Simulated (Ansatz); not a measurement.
# C4H8: the cost of one run

Method: the levels named in each step, in Ansatz 0.2.0.

### Step 1. The system as given

Bond lengths: C1–C2 1.493 Å, C2–C3 1.322 Å, C3–C4 1.493 Å, C1–H5 1.091 Å, C1–H6 1.087 Å, C1–H7 1.089 Å, C2–H8 1.083 Å, C3–H9 1.083 Å, C4–H10 1.087 Å, C4–H11 1.089 Å, C4–H12 1.091 Å. Angles (14 of 18 angles, heavy atoms first): C1–C2–C3 124.8°, C2–C3–C4 124.8°, C1–C2–H8 115.3°, C3–C2–H8 119.9°, C2–C1–H5 110.1°, C2–C1–H6 111.0°, C2–C1–H7 110.4°, C2–C3–H9 119.9°, C4–C3–H9 115.3°, C3–C4–H10 111.0°, C3–C4–H11 110.4°, C3–C4–H12 110.1°, H5–C1–H6 109.0°, H5–C1–H7 107.5°.

Structure file:

```xyz
12

C    -1.9424   -0.1338    0.0381
C    -0.5137   -0.1308   -0.3948
C     0.5140    0.1268    0.3957
C     1.9422    0.1368   -0.0388
H    -2.3874   -1.1140   -0.1412
H    -2.0302    0.1058    1.0950
H    -2.5143    0.5955   -0.5333
H    -0.3461   -0.3592   -1.4402
H     0.3465    0.3533    1.4416
H     2.0295   -0.0957   -1.0973
H     2.3874    1.1140    0.1412
H     2.5143   -0.5955    0.5333
```

### Step 2. A rough first relaxation, PBE-D4/def2-SVP

File input.yaml:

```yaml
crystal:
  periodic: [false, false, false]
  atoms:
    - { symbol: C, position_ang: [-1.9424, -0.13385, 0.03811] }
    - { symbol: C, position_ang: [-0.51371, -0.13078, -0.39481] }
    - { symbol: C, position_ang: [0.514, 0.12683, 0.39572] }
    - { symbol: C, position_ang: [1.94217, 0.13684, -0.03879] }
    - { symbol: H, position_ang: [-2.38738, -1.11399, -0.1412] }
    - { symbol: H, position_ang: [-2.03023, 0.10581, 1.09496] }
    - { symbol: H, position_ang: [-2.51426, 0.59545, -0.53331] }
    - { symbol: H, position_ang: [-0.34607, -0.35915, -1.44024] }
    - { symbol: H, position_ang: [0.3465, 0.35329, 1.44158] }
    - { symbol: H, position_ang: [2.02948, -0.09571, -1.09728] }
    - { symbol: H, position_ang: [2.38738, 1.11399, 0.1412] }
    - { symbol: H, position_ang: [2.51426, -0.59545, 0.53331] }
basis:
  gaussian: { orbitals: def2-SVP }
hamiltonian:
  xc: pbe
  dispersion: d4
relax:
  f_tol: 0.03
  max_steps: 200
```

Run with:

```sh
$ ansatz run input.yaml --threads 4 --pin off --max-ram 10240MiB --backend cpu --events-out ev --progress --plain --runs-dir out
```

What time and memory should one allow on 4 threads of Intel Xeon at 2.50GHz (Skylake/Cascade Lake), shared host?

About 10 s, with a peak of 0.14 GiB.
